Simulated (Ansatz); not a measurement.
```csv
atom,x (Å),y (Å),z (Å)
N,0.5500,0.0000,2.8000
N,-0.5500,0.0000,2.8000
H,0.3700,0.0000,0.0000
H,-0.3700,0.0000,0.0000
```

RHF on singlet N₂H₂ was run in several spherical basis sets with Ansatz (development build ahead of 0.2.0).

(1) Rank the basis sets by the total energy that they give, lowest first, with the distance from the lowest.
A. 6-31G
B. cc-pVDZ
C. def2-SVP

Answers

(1) B (0.00 eV), A (2.40 eV), C (2.78 eV).

Totals follow the description of the cores as much as that of the bonds, so this order isn't one of quality for chemistry.
